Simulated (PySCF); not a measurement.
Species: SiH3PH2, H₅PSi.
Bonds: Si1–P2. Hydrogens: H3, H4, H5 on Si1; H6, H7 on P2.

Method: PySCF 2.14.0, PBE0-D3(BJ)/def2-SVP geometry optimisation, gas phase; density fitting, grid level 1; the optimiser is geomeTRIC in internal coordinates, started from a GFN2-xTB structure with every atom displaced at random (about 0.01 Å).

Step 0: E = -17235.2257 eV
```
atom  x, y, z in Å  |  force x, y, z in eV/Å
Si1    -0.8116    0.0354   -0.0284   -0.201   0.542  -0.446
P2      1.3231    0.1874   -0.5928    0.245   0.820  -1.266
H3     -1.5054   -0.7632   -1.0587   -0.151  -0.214  -0.183
H4     -1.0212   -0.5288    1.2857   -0.227  -0.422   0.869
H5     -1.3545    1.4206   -0.0608   -0.098   0.098   0.024
H6      1.6447   -1.0939   -0.2137    0.263  -1.260   0.255
H7      1.7589    0.7134    0.6187    0.169   0.437   0.748
```

**Question.** Estimate the geometry and energy of step 1. (The exact step hangs on the optimiser's Hessian estimate; all steps are aligned on step 0, rigid shifts and turns removed.)

**Answer.** E = -17235.3250 eV, largest force 0.323 eV/Å
```
atom  x, y, z in Å  |  force x, y, z in eV/Å
Si1    -0.8116    0.0584   -0.0373   -0.109  -0.061   0.097
P2      1.3711    0.1979   -0.6255    0.125  -0.176   0.240
H3     -1.5166   -0.7733   -1.0589    0.013   0.009  -0.011
H4     -1.0616   -0.5409    1.3154    0.065   0.028  -0.078
H5     -1.3906    1.4354   -0.0534    0.026   0.011  -0.020
H6      1.6732   -1.1572   -0.2314   -0.078   0.262  -0.065
H7      1.7700    0.7507    0.6413   -0.041  -0.073  -0.163
```

The energy changes by -0.0993 eV. The first-order estimate −F·Δx gives -0.2451 eV and the mean of the old and new forces, exact on a quadratic surface, -0.1041 eV. The step makes an angle of 40° with the force vector and moves no atom by more than 0.072 Å.

What follows is the cost of the whole optimisation. Time: 4.0 s wall; peak memory 0.29 GiB. Hardware: Intel Xeon Platinum 8375C at 2.90 GHz, one thread, no GPU, shared host with 128 logical CPUs at a one-minute load of 20.
